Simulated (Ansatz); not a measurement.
Species: CHN, charge 0, singlet. CHN (formonitrile, SMILES N#C).
B3LYP-D3(BJ)/def2-TZVP minimum from Ansatz (a first-principles code):
```
C
N 1 1.1462
H 1 1.0667 2 180.00
```
Charge 0, spin multiplicity 1.

Property: atomisation energy (electronic, to ground-state atoms), in kcal/mol. Radicals and triplets start from unrestricted determinants; spin-orbit coupling is neglected. CBS(X,Y): correlation extrapolated as X^-3, Hartree-Fock from the larger set (Q,5: extrapolated as (X+1)exp(-9√X)). A bracket is a step between two methods taken in the basis named. The functionals are non-relativistic, so their misses hold any scalar relativity. Double hybrids freeze cores in their MP2 part. 'core' is core correlation in cc-pwCVTZ, 'X2C' scalar relativity in cc-pVTZ-DK, both at CCSD(T). Where a partner has so few electrons that a lower coupled-cluster level is exact, that level stands in.

CCSD(T)/CBS(cc-pVQZ,cc-pV5Z) + [CCSDT(Q) - CCSD(T)]/cc-pVQZ + [CCSDTQ - CCSDT(Q)]/cc-pVDZ + core + X2C (Ansatz) gives 313.0 kcal/mol.

### Question
How far off this value is PBE/def2-TZVPD (Ansatz), in which direction, and which of these levels come nearer: r2SCAN/def2-TZVPD, B3LYP/def2-TZVPD, B2PLYP/def2-TZVPD, CCSD(T)/CBS(cc-pVQZ,cc-pV5Z) + core + X2C?

### Answer
PBE gives 325.9 kcal/mol, 12.9 kcal/mol above it. Differences of the others: r2SCAN/def2-TZVPD (Ansatz) -5.3; B3LYP/def2-TZVPD (Ansatz) 0.0; B2PLYP/def2-TZVPD (Ansatz) -0.8; CCSD(T)/CBS(cc-pVQZ,cc-pV5Z) + core + X2C (Ansatz) -0.2 kcal/mol. Nearer than PBE: r2SCAN/def2-TZVPD, B3LYP/def2-TZVPD, B2PLYP/def2-TZVPD, CCSD(T)/CBS(cc-pVQZ,cc-pV5Z) + core + X2C.
